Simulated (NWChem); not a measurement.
System: CH$_{6}$Si; SMILES C[SiH3]

Parts of the log:

```
             Northwest Computational Chemistry Package (NWChem) 7.3.0
             --------------------------------------------------------

                             Geometry "geometry" -> ""
                             -------------------------

 Output coordinates in angstroms (scale by  1.889725989 to convert to a.u.)

  No.       Tag          Charge          X              Y              Z
 ---- ---------------- ---------- -------------- -------------- --------------
    1 Si                  14.0000     0.00000000     0.00000000     0.62183200
    2 C                    6.0000     0.00000000     0.00000000    -1.25929900
    3 H                    1.0000    -1.05690000    -0.91747600     1.15095200
    4 H                    1.0000    -0.26610800     1.37404000     1.15095200
    5 H                    1.0000     1.32300800    -0.45656400     1.15095200
    6 H                    1.0000     0.19564700    -1.01009500    -1.65022300
    7 H                    1.0000     0.77694400     0.67448300    -1.65022300
    8 H                    1.0000    -0.97259100     0.33561200    -1.65022300

 Effective nuclear repulsion energy (a.u.)      62.4750524327

                                 NWChem DFT Module
                                 -----------------

 Summary of "ao basis" -> "ao basis" (spherical)
 ------------------------------------------------------------------------------
       Tag                 Description            Shells   Functions and Types
 ---------------- ------------------------------  ------  ---------------------
 Si                         def2-svp                 8       18   4s3p1d
 C                          def2-svp                 6       14   3s2p1d
 H                          def2-svp                 3        5   2s1p

 in cosmo_initialize ...
 calling solv_data for solv:hexane

 solvent parameters
 solvname_short: hexane
 solvname_long:  n-hexane
 dielec:        1.8819
 dielecinf:     1.8903
 nonaqueous SMD model solvent descriptors
 dielec:        1.8819
 sola:          0.0000
 solb:          0.0000
 solc:          0.0000
 solg:         25.7500
 solh:          0.0000
 soln:          1.3749

          ---------------
          -cosmo- solvent
          ---------------
 Cosmo: York-Karplus, doi: 10.1021/jp992097l
 dielectric constant -eps-     =   1.88
 screen = (eps-1)/(eps    )    =   0.46862
 surface charge correction     = lagrangian

   van der Waals surface
 --------------------------

 ---------- ATOMIC COORDINATES (A.U.) ------------ VDWR(ANG.) --
     1    0.00000000    0.00000000    1.17509209     2.470
     2    0.00000000    0.00000000   -2.37973005     1.850
     3   -1.99725140   -1.73377824    2.17498391     1.200
     4   -0.50287120    2.59655910    2.17498391     1.200
     5    2.50012260   -0.86278086    2.17498391     1.200
     6    0.36971922   -1.90880277   -3.11846929     1.200
     7    1.46821127    1.27458805   -3.11846929     1.200
     8   -1.83793049    0.63421472   -3.11846929     1.200
 number of segments per atom =        128
 number of   points per atom =        128
 atom (   nspa,  nppa )
 ----------------------
    1 (    101,     0 )       0
    2 (     45,     0 )       0
    3 (     34,     0 )       0
    4 (     33,     0 )       0
    5 (     35,     0 )       0
    6 (     53,     0 )       0
    7 (     55,     0 )       0
    8 (     53,     0 )       0
 number of -cosmo- surface points =      409
 molecular surface =     94.527 angstrom**2
 molecular volume  =     75.739 angstrom**3
 -lineq- algorithm             =   0
 -bem- low  level              =   3
 -bem- from -octahedral-
 gaussian surface charge width =   4.50000
 degree of switching           =   1.00000
 switching function tolerance  =   0.00010
 atomic radii =
 --------------
    1 14.000  2.470
    2  6.000  1.850
    3  1.000  1.200
    4  1.000  1.200
    5  1.000  1.200
    6  1.000  1.200
    7  1.000  1.200
    8  1.000  1.200
 ...... end of -cosmo- initialization ......

 nat:                     8
 ixmem:                  3618
 calling mnsol_interface()
 G(SMD-CDS) energy (kcal/mol)  =    -0.414
 SMD-CDS SASA (angstrom**2)    =   114.987

[...]

                                COSMO-SMD solvation results
                                ---------------------------

             internal energy in gas <Psi(g)|H|Psi(g)> =      -330.903692334537
         internal energy in solvent <Psi(s)|H|Psi(s)> =      -330.903664389741
                               delta internal energy  =         0.000027944796 (    0.02 kcal/mol)
   total free energy in solvent <Psi(s)|H+V/2|Psi(s)> =      -330.904289201326
 polarization energy contribution <Psi(s)|V/2|Psi(s)> =        -0.000624811585 (   -0.39 kcal/mol)
    total free energy in solvent including G(SMD-CDS) =      -330.904949545786
                       G(SMD-CDS) energy contribution =        -0.000660344461 (   -0.41 kcal/mol)
     1 M fixed-concentration free energy of solvation =        -0.001257211249 (   -0.79 kcal/mol)

                       DFT Final Molecular Orbital Analysis
                       ------------------------------------

 Vector   11  Occ=2.000000D+00  E=-3.433964D-01
              MO Center=  9.9D-02, -4.0D-01,  7.5D-01, r^2= 2.7D+00
   Bfn.  Coefficient  Atom+Function         Bfn.  Coefficient  Atom+Function
  ----- ------------  ---------------      ----- ------------  ---------------
    43     -0.317783  5 H  s                 33      0.308493  3 H  s
     8     -0.271313  1 Si px                11     -0.194990  1 Si px
    44     -0.189532  5 H  s                 34      0.183961  3 H  s
     5      0.153458  1 Si px                22      0.144773  2 C  px
    58     -0.122636  8 H  s                 53      0.119121  7 H  s

 Vector   12  Occ=2.000000D+00  E=-3.433888D-01
              MO Center= -9.9D-02,  4.0D-01,  7.5D-01, r^2= 2.7D+00
   Bfn.  Coefficient  Atom+Function         Bfn.  Coefficient  Atom+Function
  ----- ------------  ---------------      ----- ------------  ---------------
    38      0.361532  4 H  s                  9      0.271328  1 Si py
    39      0.215627  4 H  s                 12      0.194953  1 Si py
    33     -0.188998  3 H  s                 43     -0.172702  5 H  s
     6     -0.153463  1 Si py                23     -0.144759  2 C  py
    48      0.139516  6 H  s                 34     -0.112743  3 H  s

 Vector   13  Occ=2.000000D+00  E=-3.381889D-01
              MO Center=  2.4D-04,  2.9D-04, -4.1D-01, r^2= 2.4D+00
   Bfn.  Coefficient  Atom+Function         Bfn.  Coefficient  Atom+Function
  ----- ------------  ---------------      ----- ------------  ---------------
    24      0.425882  2 C  pz                10     -0.292814  1 Si pz
    27      0.251456  2 C  pz                13     -0.188042  1 Si pz
     7      0.164668  1 Si pz                21      0.130424  2 C  s
    33     -0.116205  3 H  s                 38     -0.116638  4 H  s
    43     -0.116563  5 H  s                 48     -0.104503  6 H  s

 Vector   14  Occ=0.000000D+00  E= 4.603785D-02
              MO Center= -5.4D-05,  2.8D-05,  8.7D-02, r^2= 5.2D+00
   Bfn.  Coefficient  Atom+Function         Bfn.  Coefficient  Atom+Function
  ----- ------------  ---------------      ----- ------------  ---------------
    21      2.129209  2 C  s                 13      1.290679  1 Si pz
    49     -0.566090  6 H  s                 54     -0.566095  7 H  s
    59     -0.566158  8 H  s                  4     -0.320526  1 Si s
    34     -0.316915  3 H  s                 39     -0.316916  4 H  s
    44     -0.317240  5 H  s                 27      0.250951  2 C  pz

 Vector   15  Occ=0.000000D+00  E= 7.493331D-02
              MO Center= -1.1D-02, -9.2D-02,  6.4D-01, r^2= 3.8D+00
   Bfn.  Coefficient  Atom+Function         Bfn.  Coefficient  Atom+Function
  ----- ------------  ---------------      ----- ------------  ---------------
    12      1.486383  1 Si py                39     -1.277645  4 H  s
    44      0.811496  5 H  s                 11     -0.535528  1 Si px
    34      0.466738  3 H  s                  9      0.218941  1 Si py
    38     -0.184002  4 H  s                 26     -0.146574  2 C  py
    18      0.133912  1 Si d  2               6     -0.129648  1 Si py

 Vector   16  Occ=0.000000D+00  E= 7.494674D-02
              MO Center=  1.1D-02,  9.2D-02,  6.4D-01, r^2= 3.8D+00
   Bfn.  Coefficient  Atom+Function         Bfn.  Coefficient  Atom+Function
  ----- ------------  ---------------      ----- ------------  ---------------
    11      1.486321  1 Si px                34      1.206220  3 H  s
    44     -1.006967  5 H  s                 12      0.535503  1 Si py
     8      0.218953  1 Si px                39     -0.198961  4 H  s
    33      0.173702  3 H  s                 25     -0.146484  2 C  px
    43     -0.145054  5 H  s                 14      0.133913  1 Si d -2

     Multipole analysis of the density
     ---------------------------------

     L   x y z        total         alpha         beta         nuclear
     -   - - -        -----         -----         ----         -------
     0   0 0 0     -0.000000    -13.000000    -13.000000     26.000000

     1   1 0 0      0.000032      0.000016      0.000016      0.000000
     1   0 1 0      0.000009      0.000005      0.000005      0.000000
     1   0 0 1     -0.352817      0.152365      0.152365     -0.657547

     2   2 0 0    -17.105348    -16.634090    -16.634090     16.162831
     2   1 1 0      0.000193      0.000097      0.000097     -0.000001
     2   1 0 1      0.000179      0.000090      0.000090      0.000000
     2   0 2 0    -17.104926    -16.633877    -16.633877     16.162828
     2   0 1 1     -0.000133     -0.000067     -0.000067      0.000000
     2   0 0 2    -17.203528    -56.940108    -56.940108     96.676688
```

Level: PBE0/def2-SVP, SMD on the gas-phase geometry. Coordinates come from a PBE0/def2-SVP optimisation. Solvent: n-hexane.

Write an input that gives this output.

Several could match; the one computed here: the input that was run:
```
start job
memory heap 200 mb stack 900 mb global 1100 mb
geometry units angstroms noautosym nocenter noautoz
  Si     0.000000     0.000000     0.621832
  C      0.000000     0.000000    -1.259299
  H     -1.056900    -0.917476     1.150952
  H     -0.266108     1.374040     1.150952
  H      1.323008    -0.456564     1.150952
  H      0.195647    -1.010095    -1.650223
  H      0.776944     0.674483    -1.650223
  H     -0.972591     0.335612    -1.650223
end
basis spherical
  * library def2-svp
end
dft
  xc pbe0
  iterations 150
end
cosmo
  do_cosmo_smd true
  solvent hexane
end
task dft energy
```
